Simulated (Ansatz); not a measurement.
Geometry optimisation, Ansatz, UKS PBE-D4/def2-SVP.

The input (input.yaml):

```yaml
crystal:
  periodic: [false, false, false]
  atoms:
    - { symbol: "N", position_ang: [-0.6388, 0.3456, -0.6055] }
    - { symbol: Si, position_ang: [0.2197, 0.2214, 0.7987] }
    - { symbol: O, position_ang: [1.5074, -0.5866, 0.2115] }
    - { symbol: H, position_ang: [-0.2082, 1.1253, -1.2091] }
    - { symbol: H, position_ang: [-1.6267, 0.6945, -0.4085] }
    - { symbol: H, position_ang: [2.1039, -0.43391, 0.98672] }
    - { symbol: H, position_ang: [1.3578, -1.1988, -0.4936] }
magnetization:
  spin_polarized: true
  initial_magnetization: 1
basis:
  gaussian: { orbitals: def2-SVP }
hamiltonian:
  xc: pbe
  dispersion: d4
relax:
  f_tol: 0.02
  max_steps: 50
```

Run as:

```bash
$ ansatz run input.yaml --threads 2 --pin off --max-ram 3072MiB --backend cpu --events-out ev --progress --plain --runs-dir out
```

Where does it end, and by what steps?

It converged. After 16 steps the energy has fallen by 2.444 eV; H6 moved furthest, 0.98 Å.

```tsv
step	energy less start (eV)	largest force component (eV/Å)	accepted
0	0.0000	6.977	yes
1	-1.0130	3.757	yes
2	-1.7635	1.062	yes
3	-2.0802	0.826	yes
4	-2.1756	1.167	yes
5	-2.2170	1.216	yes
6	-2.3164	0.574	yes
7	-2.3632	0.239	yes
8	-2.3981	0.146	yes
9	-2.4195	0.093	yes
10	-2.4219	0.101	yes
11	-2.4256	0.399	yes
12	-2.4382	0.131	yes
13	-2.4384	0.140	yes
14	-2.4360	0.536	no
15	-2.4423	0.075	yes
16	-2.4435	0.016	yes
```

```xyz
7
Properties=species:S:1:pos:R:3
N -0.462 0.465 -0.530
Si 0.270 0.853 1.097
O 1.839 -0.450 0.275
H -0.526 1.199 -1.247
H -1.306 -0.119 -0.581
H 1.750 -1.313 0.729
H 1.149 -0.467 -0.463
```

Run time: 20 s on 2 threads of Arm Neoverse V2 (shared host), peak memory 0.15 GiB.
